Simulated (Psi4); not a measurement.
**NH3 (ammonia): CCSD/def2-TZVPPD**

What is the energy change on altering one bond length of NH3 (ammonia) at CCSD/def2-TZVPPD? 

Program for the calculation: Psi4 1.11.

## (1) The system as given

NH3: 4 atoms, total charge 0, spin state singlet. As SMILES, `N`. The shape is that of a PBE0-D4/def2-TZVP optimisation.

Bond lengths: N1–H2 1.013 Å, N1–H3 1.013 Å, N1–H4 1.013 Å. Angles: H2–N1–H3 107.1°, H2–N1–H4 107.1°, H3–N1–H4 107.1°.

## (2) The energy at CCSD/def2-TZVPPD

Contents of job.in:

```
memory 2.2 GB

molecule {
  0 1
  N     -0.069910     0.249470     0.110930
  H      0.490470    -0.301820     0.749180
  H     -0.887480    -0.301940    -0.118910
  H      0.466920     0.354280    -0.741200
  symmetry c1
  no_reorient
  no_com
}

set basis def2-TZVPPD
set puream true
set e_convergence 1e-09
set d_convergence 1e-08
set scf_type pk
set num_frozen_docc 1

energy('ccsd')
print_variables()
```

On the command line:

```bash
psi4 job.in job.out -n 1
```

job.out:

```text
[...]
  Running in c1 symmetry.
[...]
  Nuclear repulsion =   11.949539011427511
[...]
  Multiplicity = 1
[...]
  Nalpha       = 5
  Nbeta        = 5
[...]
    Number of basis functions: 88
[...]
   @RHF iter   1:   -56.13329024727393   -4.58350e-01   5.01702e-03 DIIS/ADIIS
[...]
   @RHF iter  10:   -56.22194581390590   -5.40012e-12   3.60429e-09 DIIS
[...]
    Orbital Energies [Eh]
    ---------------------
    Doubly Occupied:
       1A    -15.540578     2A     -1.140911     3A     -0.628831
       4A     -0.628826     5A     -0.428239
[...]
  @RHF Final Energy:   -56.22194581390590
   => Energetics <=
    Nuclear Repulsion Energy =             11.9495390114275111
    One-Electron Energy =                 -99.6082000235860789
    Two-Electron Energy =                  31.4367151982526707
    Total Energy =                        -56.2219458139059043
[...]
 Multipole Moments:
 ------------------------------------------------------------------------------------
     Multipole            Electronic (a.u.)      Nuclear  (a.u.)        Total (a.u.)
 ------------------------------------------------------------------------------------
 L = 1.  Multiply by 2.5417464519 to convert [e a0] to [Debye]
 Dipole X            :          0.9486281           -0.7926645            0.1559636
 Dipole Y            :         -3.3851327            2.8285610           -0.5565718
 Dipole Z            :         -1.5052471            1.2577639           -0.2474832
 Magnitude           :                                                    0.6287644
[...]
      * MP2 total energy                      =  -56.458438167446218
[...]
      * CCSD total energy                     =  -56.470649582263341
[...]
```

Run time: 26 s. Hardware: 1 thread of Intel Xeon at 2.50GHz (Skylake/Cascade Lake), shared host; peak memory 0.93 GiB.

## (3) The distorted shape, same level

Contents of h3n.json:

```json
{
 "schema_name": "qcschema_input",
 "schema_version": 1,
 "molecule": {
  "schema_name": "qcschema_molecule",
  "schema_version": 2,
  "symbols": ["N", "H", "H", "H"],
  "geometry": [-0.63938694, 0.37238943, 1.01484529, 0.41957778, -0.66939769, 2.22096299, -2.18437033, -0.66962445, 0.58051064, 0.88235092, 0.66949217, -1.400665],
  "molecular_charge": 0,
  "molecular_multiplicity": 1,
  "fix_symmetry": "c1"
 },
 "driver": "energy",
 "model": {
  "method": "ccsd",
  "basis": "def2-TZVPPD"
 },
 "keywords": {
  "reference": "rhf",
  "puream": true,
  "e_convergence": 1e-09,
  "d_convergence": 1e-08,
  "scf_type": "pk",
  "num_frozen_docc": 1
 }
}
```

On the command line:

```bash
psi4 --qcschema h3n.json -n 1 --memory 2200MB
```

stdout:

```text
[...]
  Running in c1 symmetry.
[...]
  Nuclear repulsion =   10.594475564594017
[...]
  Multiplicity = 1
[...]
  Nalpha       = 5
  Nbeta        = 5
[...]
    Number of basis functions: 88
[...]
   @RHF iter   1:   -56.00333818765900   -5.90294e-01   5.25809e-03 DIIS/ADIIS
[...]
   @RHF iter  12:   -56.12345817849139   -2.79243e-12   2.11597e-09 DIIS
[...]
    Orbital Energies [Eh]
    ---------------------
    Doubly Occupied:
       1A    -15.586423     2A     -1.105379     3A     -0.637203
       4A     -0.516950     5A     -0.419297
[...]
  @RHF Final Energy:   -56.12345817849139
   => Energetics <=
    Nuclear Repulsion Energy =             10.5944755645940170
    One-Electron Energy =                 -96.9053630920141984
    Two-Electron Energy =                  30.1874293489287879
    Total Energy =                        -56.1234581784913900
[...]
 Multipole Moments:
 ------------------------------------------------------------------------------------
     Multipole            Electronic (a.u.)      Nuclear  (a.u.)        Total (a.u.)
 ------------------------------------------------------------------------------------
 L = 1.  Multiply by 2.5417464519 to convert [e a0] to [Debye]
 Dipole X            :         -0.3104988            0.4226627            0.1121639
 Dipole Y            :          0.1831766           -0.7291268           -0.5459502
 Dipole Z            :          0.4928247           -0.6707823           -0.1779576
 Magnitude           :                                                    0.5850738
[...]
      * MP2 total energy                      =  -56.370956357551023
[...]
      * CCSD total energy                     =  -56.386303130596389
[...]
```

The result, in JSON:

```text
{
 "driver": "energy",
 "model": {
  "method": "ccsd",
  "basis": "def2-TZVPPD"
 },
 "success": true,
 "return_result": -56.38630313059639,
 "properties": {
  "calcinfo_nbasis": 88,
  "calcinfo_nmo": 88,
  "calcinfo_nalpha": 5,
  "calcinfo_nbeta": 5,
  "calcinfo_natom": 4,
  "nuclear_repulsion_energy": 10.594475564594017,
  "return_energy": -56.38630313059639,
  "scf_one_electron_energy": -96.9053630920142,
  "scf_two_electron_energy": 30.187429348928788,
  "scf_dipole_moment": [0.11216386629971947, -0.5459502409399342, -0.17795764371365552],
  "scf_total_energy": -56.12345817849139,
  "scf_iterations": 12,
  "mp2_same_spin_correlation_energy": -0.053230838293606725,
  "mp2_opposite_spin_correlation_energy": -0.19426734076576896,
  "mp2_singles_energy": -4.298323316072384e-26,
  "mp2_doubles_energy": -0.24749817905937568,
  "mp2_correlation_energy": -0.24749817905937568,
  "mp2_total_energy": -56.37095635755102,
  "ccsd_same_spin_correlation_energy": -0.046520964796407716,
  "ccsd_opposite_spin_correlation_energy": -0.2163239873083364,
  "ccsd_singles_energy": 0.0,
  "ccsd_doubles_energy": -0.2628449521047441,
  "ccsd_correlation_energy": -0.2628449521047435,
  "ccsd_total_energy": -56.38630313059639,
  "ccsd_iterations": 16
 }
}
```

Run time: 28 s. Hardware: 1 thread of Intel Xeon at 2.50GHz (Skylake/Cascade Lake), shared host; peak memory 0.93 GiB.

## (4) Outcome

Level: CCSD/def2-TZVPPD, 1 core orbital frozen.

| quantity | value |
| --- | --- |
| first shape: total energy | -56.47065 Eh |
| first shape: HOMO energy (Hartree–Fock orbitals) | -11.65 eV |
| first shape: LUMO energy (Hartree–Fock orbitals) | 2.15 eV |
| first shape: HOMO–LUMO gap (Hartree–Fock orbitals) | 13.80 eV |
| first shape: correlation energy (1 core orbital frozen) | -248.7 mEh |
| first shape: T1 diagnostic | 0.008 |
| distorted shape: total energy | -56.38630 Eh |
| distorted shape: HOMO energy (Hartree–Fock orbitals) | -11.41 eV |
| distorted shape: LUMO energy (Hartree–Fock orbitals) | 1.70 eV |
| distorted shape: HOMO–LUMO gap (Hartree–Fock orbitals) | 13.11 eV |
| distorted shape: correlation energy (1 core orbital frozen) | -262.8 mEh |
| distorted shape: T1 diagnostic | 0.014 |
| energy change with the N1–H4 bond stretched from 1.013 to 1.519 Å | 2.295 eV |

In words: With the N1–H4 bond stretched from 1.013 to 1.519 Å the energy rises by 2.30 eV (53 kcal/mol). The first shape isn't relaxed at this level, so the change isn't measured from a minimum.
